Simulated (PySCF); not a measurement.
# Working out the ionisation energy of N

N [He] 2s2 2p3 (4S) → N⁺ [He] 2s2 2p2 (3P). Calculation: PySCF 2.14, in cc-pVDZ; the non-relativistic Hamiltonian (point nucleus). Frozen: 1s2. Energies in hartree (1 hartree = 27.21139 eV):

```csv
part,N (lower),N⁺ (upper)
UHF,-54.391115,-53.880468
CCSD correlation,-0.086760,-0.075757
(T),-0.000627,-0.000754
```

**Question.** What does Hartree-Fock give?

**Answer.** (-53.880468) − (-54.391115) = 0.510647 hartree = 13.895 eV.

**Question.** What do CCSD and CCSD(T) give?

**Answer.** The CCSD correlation energies differ by 0.011003 hartree = 0.299 eV and the triples by -0.000127 hartree = -0.003 eV, so CCSD gives 14.194 eV and CCSD(T) 14.191 eV.

Measured between the centres of the two terms (NIST): 14.545 eV, so CCSD(T) (valence) is off by -0.354 eV.

A double-zeta basis recovers only part of the correlation energy.

What remains against the reference includes basis incompleteness, the frozen core and higher excitations.
